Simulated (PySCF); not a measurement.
**A survey of 33S NMR shifts**

PySCF 2.14 calculation with geometry: GFN2-xTB and shielding tensors at PBE0/pcSseg-1 (GIAO); one averaged value for each set of equivalent atoms, single conformer, no solvent model, relativity neglected.

Shieldings were converted by a linear fit to measured shifts: 33S (scatter 33.3 ppm rms vs sulfate, solution or neat liquid). A few per cent of atoms miss by over 2 rms, more outside the fitted compound classes.

(1) Give the 33S shifts of `C#CCS[SiH2]SC`, `C#C[S@OH4](F)(F)(F)(F)F`, `C=CP1(=S)CCSCC1`, `CC(C)C[C@@H](F)S(=O)(=O)Cl`.

(2) Order these by 33S shift, lowest first.
A. O=C(O)COC(=S)O[SiH3]
B. C[C@@H](F)C(C)(C)S(=O)(=O)Cl
C. CS[Si@@H](OC=O)C(=O)O
D. P=S

Results:

(1) 
```json
{"compound": "[CH:1]#[C:2][CH2:3][S:4][SiH2:5][S:6][CH3:7]", "environment": "S4: sulfur bonded to C, Si", "δ (ppm)": "-419"}
{"compound": "[CH:1]#[C:2][CH2:3][S:4][SiH2:5][S:6][CH3:7]", "environment": "S6: sulfur bonded to C, Si", "δ (ppm)": "-514"}
{"compound": "C#C[S@OH4](F)(F)(F)(F)F", "environment": "sulfur bonded to C, 5 F", "δ (ppm)": "-130"}
{"compound": "[CH2:1]=[CH:2][P:3]1(=[S:4])[CH2:5][CH2:6][S:7][CH2:8][CH2:9]1", "environment": "S7: sulfide sulfur", "δ (ppm)": "-287"}
{"compound": "[CH2:1]=[CH:2][P:3]1(=[S:4])[CH2:5][CH2:6][S:7][CH2:8][CH2:9]1", "environment": "S4: sulfur bonded to P", "δ (ppm)": "-604"}
{"compound": "CC(C)C[C@@H](F)S(=O)(=O)Cl", "environment": "sulfonyl sulfur", "δ (ppm)": "19"}
```

(2) C (-509 ppm, sulfur bonded to C, Si), A (-142 ppm, thione sulfur), B (39 ppm, sulfonyl sulfur), D (1899 ppm, sulfur bonded to P).
